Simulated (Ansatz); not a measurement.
Lattice parameter c of 2H MoTe2: levels of theory against measurement

Reference value: 13.974 Å (measured, 300 K, not corrected to a static lattice; as tabulated in arXiv:1605.07067).

Problem. Put these levels in order of the lattice parameter c that they give for 2H MoTe2, smallest first: HSE06-D3(BJ) (Ansatz, a quantum-chemistry and plane-wave program), LDA (Ansatz), rVV10 (Ansatz).

Solution. HSE06-D3(BJ) (13.435 Å), LDA (13.772 Å), rVV10 (14.222 Å)

Differences against the reference: LDA -1.45 %, rVV10 +1.77 %, HSE06-D3(BJ) -3.86 %.

The measured value isn't corrected to a static lattice, so vibrations enter the comparison.  LDA: LDA has no dispersion term either, though it tends to give short spacings of layers, chains or molecules. Cutoffs and k meshes differ between the levels. Ansatz's density-functional and Hartree–Fock values are scalar-relativistic unless marked +SOC, with PAW data made under PBE.

Differences are worked out from the printed values.
